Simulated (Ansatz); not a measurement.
Reaction (hydrogenolysis of a C–F bond): `C/C(F)=C\O` + H₂ → `C/C=C/O` + H–F

Computed with Ansatz on PBE0-D4/def2-TZVP structures; ΔE is electronic, products minus reactants. CCSD(T)/CBS adds triple-zeta CCSD(T) − MP2 to the extrapolated MP2 energy (def2 sets, frozen cores). This one scheme is used for every species. Double bonds are as drawn, so ΔE can hold a change between cis and trans. Functionals use def2-TZVPP. B3LYP here is the variant with VWN-RPA as its local correlation; programs differ in this. One conformer a species, not always the lowest.

Task: Is it downhill or uphill in electronic energy at CCSD(T)/CBS, and by how much? (Best estimate.)

Result: Computed: Downhill: ΔE = -25.9 kcal/mol.

Task: What do these levels give: r2SCAN-D4, PBE0-D4, ωB97X-V, ωB97M-V, B2PLYP, r2SCAN, B3LYP, SCS-MP2/def2-TZVPP, CCSD/def2-TZVPP, CCSD(T)/def2-TZVPP, HF/def2-QZVPP, SCS-MP2/def2-QZVPP? (An estimate is asked.)

Result: Ansatz gave: r2SCAN-D4 -21.4, PBE0-D4 -23.5, ωB97X-V -22.1, ωB97M-V -22.8, B2PLYP -24.2, r2SCAN -21.5, B3LYP -22.9, SCS-MP2/def2-TZVPP -25.9, CCSD/def2-TZVPP -25.9, CCSD(T)/def2-TZVPP -25.2, HF/def2-QZVPP -26.2, SCS-MP2/def2-QZVPP -26.4 kcal/mol.

Largest T1 diagnostic among the species: 0.012.

From PBE to PBE0 (25 % exact exchange), in def2-TZVPP and without D4, ΔE moves by −2.1 kcal/mol.
